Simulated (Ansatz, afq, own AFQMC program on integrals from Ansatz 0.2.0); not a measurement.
AFQMC on a folder of integrals that Ansatz 0.2.0 wrote.

```yaml
crystal:
  periodic: [false, false, false]
  atoms:
    - {symbol: O, position_ang: [0.000000, 0.000000, 0.000000]}
basis:
  gaussian: {orbitals: cc-pVDZ}
magnetization: {spin_polarized: true, initial_magnetization: 2}
correlation: {method: ccsd_t, electrons: outside_noble_gas, hamiltonian_folder: ham}
```

```sh
$ ansatz run in.yaml --threads 1 --pin off --events-out ev --progress --plain --max-ram 1382MiB
```

afq runs on the folder ham with

```
--method free --trial cid --walkers 100 --time-step 0.08 --max-blocks 120 --target-error 0.00058 --factor-cut 1e-05 --seed 5497 --times 0.0,0.4,0.8,1.6,2.4 --taylor-order 6
```

Times are imaginary, in 1/Eh. The walk had a cap of 167 s.

```
orbitals 13  electrons 4 2  factors 70 of 71
reference energy -74.79216602 Eh
CCSD correlation -0.11703401 Eh in 8 cycles, weight of the determinant in the CISD state 0.9712
repeat  energy at the last time / Eh  error
    10  -74.910271  0.000120
    20  -74.910291  0.000100
    30  -74.910280  0.000082
time / (1/Eh)  energy / Eh  error  mean overlap
  0.00  -74.909212  0.000021  1.0296
  0.40  -74.910085  0.000050  1.0233
  0.80  -74.910207  0.000071  1.0102
  1.60  -74.910202  0.000080  1.0158
  2.40  -74.910286  0.000079  1.0084
energy -74.910286 +/- 0.000079 Eh
```

Problem. Estimate how long the walk took on 1 thread of Intel(R) Xeon(R) Platinum 8259CL CPU @ 2.50GHz (Skylake/Cascade Lake), on a shared host.

Solution. 8.3 s of wall time.

The run passed its tests (error under three times the target), which doesn't prove that it has relaxed.

Against this walk (error 2.1 meV) on the same determinant: CCSD(T) 9.2 meV higher, CCSDT(Q) 4.2 meV higher (within the noise), CCSDTQ 4.0 meV higher (within the noise), full CI (a separate run on its own orbitals, whose frozen core shifts it by up to a few meV) 6.0 meV higher. The error is statistical, and a free projection of finite length keeps a remainder of its start.

Cautions: remainder of the start not in the error; full CI with its own frozen core; the time-step error isn't removed.

CCSDT and higher add their correlation energy to the determinant of the CCSD(T) run, since their own runs factorise the integrals more tightly (a shift of under 2 meV). A walk keeps the symmetry of its determinant, which the program's search chose and which needn't be the lowest solution, so a lower state of the same spin and another symmetry isn't excluded.
